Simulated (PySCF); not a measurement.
**Argon: a sound run and one with changed settings**

Sound run: Ar [Ar], Ar⁺ [Ne] 3s2 3p5. All numbers are calculated (PySCF 2.14, the non-relativistic Hamiltonian (point nucleus), in cc-pV(D+d)Z (4s3p2d, 23 functions)). The sound run starts from symmetry-adapted Hartree-Fock orbitals and uses a fine grid where one is needed.

Changed run: radial step 0.8 in ln r (0.13 in the sound run). This setting is unsound on purpose.

```csv
species,method,sound run (hartree),changed run (hartree),converged
Ar,UHF,-526.79987,-526.79987,yes
Ar,LDA,-525.91224,-526.12489,yes
Ar,M06-L,-527.52601,-527.57742,yes
Ar⁺,UHF,-526.26075,-526.26075,yes
Ar⁺,LDA,-525.32548,-525.50683,yes
Ar⁺,M06-L,-526.93750,-526.97195,yes
```

Ionisation energy of Ar:

| method | sound run (eV) | changed run (eV) |
| --- | --- | --- |
| UHF | 14.670 | 14.670 |
| LDA | 15.967 | 16.818 |
| M06-L | 16.014 | 16.476 |

A coarse radial grid mis-integrates the density and the exchange-correlation energy, with errors of either sign; Hartree-Fock needs no grid.

For comparison, NIST gives 15.760 eV between the lowest levels.
